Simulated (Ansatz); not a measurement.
α-quartz (SiO2) was calculated with HSE06 (Ansatz, an electronic-structure program, plane waves, PAW).

Settings: plane-wave cutoff 520 eV, 6×6×4 k mesh (along the axes of the cell as run), scalar-relativistic PAW data made under PBE.

Computed at the level's own relaxed cell.

Hill averages of the elastic tensor: K = 32.1 GPa, G = 44.7 GPa. Volume 13.074 Å³/atom, mean atomic mass 20.028 u.

**Question.** Work out the density, the sound velocities of a polycrystal and the elastic Debye temperature at this level.

**Answer.** ρ = 1.66054 × 20.028/13.074 = 2.544 g/cm³. v_l = √[(K + 4G/3)/ρ] = 6.004 km/s and v_t = √(G/ρ) = 4.192 km/s. The mean follows from 3/v_m³ = 1/v_l³ + 2/v_t³: v_m = 4.554 km/s. Θ_D = (ħ/k_B) v_m (6π²/V)^(1/3) = 76.38 K Å s/km × 4.554 × 1.6546 Å⁻¹ = 576 K, counting all atoms of the cell.
